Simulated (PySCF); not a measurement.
Molecule: SMILES O=[N+]([O-])O, HNO3.

Structure with atom numbers: `[O:1]=[N+:2]([O-:3])[OH:4]`. Hydrogens are named by the atom that carries them.

Spin–spin couplings on one PBE0-D3(BJ)/def2-SVP geometry, PySCF 2.14.0 with density-fitted response routines, gas phase, non-relativistic, equivalent pairs averaged; isotopes ¹⁷O, ¹H, ¹⁵N; basis pcJ-1.

Task: How do the couplings (Hz) change with the functional? Times are CPU seconds on 1 thread of an Arm Neoverse V2, shared host.

Result: 
```tsv
functional	functions	¹J(O4,H(O4))	¹J(O1,N2)	¹J(N2,O4)	²J(O1,O4)	²J(O1,O3)	core-s
LDA	118	-51.9	-43.9	-32.2	-8.1	-8.1	3.2
PBE	118	-52.3	-44.3	-33.0	-7.6	-7.1	5.1
KT2	118	-50.9	-48.0	-34.1	-8.6	-5.9	5.5
PBE0	118	-63.2	-44.2	-31.3	-7.4	-3.8	5.3
B97-2	118	-62.9	-42.8	-31.2	-7.3	-5.0	5.2
BHandHLYP	118	-81.0	-44.2	-29.8	-6.6	7.1	5.6
CAM-B3LYP	118	-67.9	-45.0	-31.0	-7.3	-2.9	6.7
``` Left out for a near triplet instability: HF/pcJ-1.
